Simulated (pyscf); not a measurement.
Single points on ωB97X-D3(BJ)/def2-SVP structures (PySCF, gas phase). MP2 and CC: frozen core, UHF for open shells. ΔMP2 is the change of the MP2 total energy from the triple- to the quadruple-zeta basis.

Estimate the classical barrier height and the reaction energy of CH₄ (SMILES C) + S=Zn (SMILES [S]=[Zn]) → H₃C–Zn–SH (SMILES [CH3][Zn][SH]) at CCSD(T)/def2-TZVPP + ΔMP2(QZVPP). The step runs on the singlet surface, breaks C–H and forms C–Zn, H–S; take the separated reactants as zero.

ΔE‡ = 1.16 eV, ΔE = -2.13 eV. Zero-point energy shifts the barrier by -0.10 eV. It is an addition across a multiple bond or ene-type step, with an imaginary mode of 1661i cm⁻¹. On the reactant side the descent ends in a bound adduct, 0.37 eV under the separated species and 1.59 eV under the saddle at ωB97X-D3(BJ)/def2-TZVP. This is the saddle that the search found; another between the same sides may lie lower. The CCSD(T) − MP2 part came from Ansatz, without density fitting, on the same reference. The frozen core leaves the outer d or s,p core shells of the metals and heavy elements correlated in the MP2 and CC values, and def2-TZVPP describes them poorly, which can shift differences by a few kcal/mol. Elements up to Kr have no core potential and no relativistic terms here.
